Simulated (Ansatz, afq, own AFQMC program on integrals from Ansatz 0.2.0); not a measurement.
# Where AFQMC and coupled cluster stand for C$_{2}$H$_{4}$, singlet

```xyz
6

C     0.0000    0.0000    0.6615
C     0.0000    0.0000   -0.6615
H     0.0000    0.9232    1.2310
H     0.0000   -0.9232    1.2310
H     0.0000    0.9232   -1.2310
H     0.0000   -0.9232   -1.2310
```

Connectivity, by distances: CH2–CH2.

Basis 6-31G. Noble-gas cores (and the filled d shells of Ga–Kr and In–Xe) are frozen. Integrals, coupled cluster, full CI and functionals: Ansatz 0.2.0; the random walks run on the same integrals in our own AFQMC program. ph-AFQMC/CISD is guided by a CISD state made of CCSD amplitudes; releasing the constraint for a short imaginary time cuts its bias at the price of noise, slowly where states lie close. Error bars are statistical, one sigma.

Determinant: RHF, the one that the program's search chose, which needn't be the lowest solution. The geometry is a point of a scan.

No full CI on the walks' own integrals is used here; CCSDT(Q) serves as the reference and is uncertain by about the last step of the cluster series.

The T1 diagnostic is 0.0094 and the weight of the determinant in the CISD state is 0.897. The size of the correlated space is 12 electrons in 24 orbitals.

Reference: CCSDT(Q), correlation energy -5.776 eV. The released energy is read at 2.40 1/Eh (meV from the phaseless value at times in 1/Eh: -7 ± 9 at 0.24, -7 ± 9 at 0.51, 6 ± 7 at 0.99, -17 ± 9 at 1.62, -14 ± 10 at 2.40).

```json
{"level": "HF", "E − E(reference) (kJ/mol)": "557.3", "share of correlation (%)": "0.00"}
{"level": "MP2", "E − E(reference) (kJ/mol)": "87.1", "share of correlation (%)": "84.37"}
{"level": "CCSD", "E − E(reference) (kJ/mol)": "15.3", "share of correlation (%)": "97.25"}
{"level": "CCSD(T)", "E − E(reference) (kJ/mol)": "1.8", "share of correlation (%)": "99.67"}
{"level": "CCSDT", "E − E(reference) (kJ/mol)": "0.9", "share of correlation (%)": "99.83"}
{"level": "ph-AFQMC/HF", "E − E(reference) (kJ/mol)": "-5.8 ± 5.6", "share of correlation (%)": "101.04"}
{"level": "ph-AFQMC/CISD", "E − E(reference) (kJ/mol)": "0.6 ± 0.7", "share of correlation (%)": "99.90"}
{"level": "released AFQMC", "E − E(reference) (kJ/mol)": "-0.8 ± 0.9", "share of correlation (%)": "100.15"}
```

A walk keeps the symmetry of its determinant, which the program's search chose and which needn't be the lowest solution, so a lower state of the same spin and another symmetry isn't excluded. Released energies are given only where the last usable release times agree within the noise; a slower fall can still hide under it.
